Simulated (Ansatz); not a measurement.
Ansatz (a quantum-chemistry and plane-wave program) input (RPA@PBE/cc-pV(T+d)Z):
A basis named .json is the Basis Set Exchange file of that set.

Ansatz 0.2 input:
```yaml
crystal:
  periodic: [false, false, false]
  atoms:
    - {symbol: C, position_ang: [-0.00155029, 1.50196649, -0.45166829]}
    - {symbol: S, position_ang: [-0.01239716, 0.12323346, 0.57976964]}
    - {symbol: C, position_ang: [0.01896339, -1.47872388, -0.43190787]}
    - {symbol: H, position_ang: [0.91934809, 1.64260953, -1.02669247]}
    - {symbol: H, position_ang: [-0.90073509, 1.62984334, -1.06289763]}
    - {symbol: H, position_ang: [0.01148869, -2.34173312, 0.24815888]}
    - {symbol: H, position_ang: [-0.85846291, -1.52720035, -1.08442388]}
    - {symbol: H, position_ang: [0.92223725, -1.51471040, -1.04900214]}
basis:
  gaussian:
    orbitals: cc-pV_T+d_Z.json
hamiltonian:
  xc: pbe
total_charge: -1
magnetization: {spin_polarized: false}
correlation: {method: rpa, electrons: outside_noble_gas}
```

Output:

```
Functional definition: PBE
integrals: 0.21 GiB planned
957 factors; integrals over basis functions are off by at most 1.1e-3 eV
mean field: 0.81 GiB planned
mean field evaluation 1: about -12975.2300 eV, gradient 5.8e1 eV
mean field evaluation 2: about -12975.2221 eV, gradient 5.8e1 eV
mean field evaluation 4: about -12979.7944 eV, gradient 3.5e1 eV
mean field evaluation 8: about -12983.3403 eV, gradient 4.1e-1 eV
mean field evaluation 16: about -12983.3405 eV, gradient 7.2e-5 eV
mean field -12983.34049620 eV, -477.1289628112 hartree, gradient 3.6e-6 eV, S^2 0.000000; 1 other end points of the search recorded, 0 dependent functions left out
7 core orbitals not correlated
reference -12955.50977642 eV, -476.1062027236 hartree; 10, 10 occupied and 152, 152 virtual orbitals, 957 factors
Total energy: -12980.95019345 eV, -477.0411208054 hartree
```

It need not be the lowest isomer of its formula. Whether it binds its extra electron was not tested at this geometry.
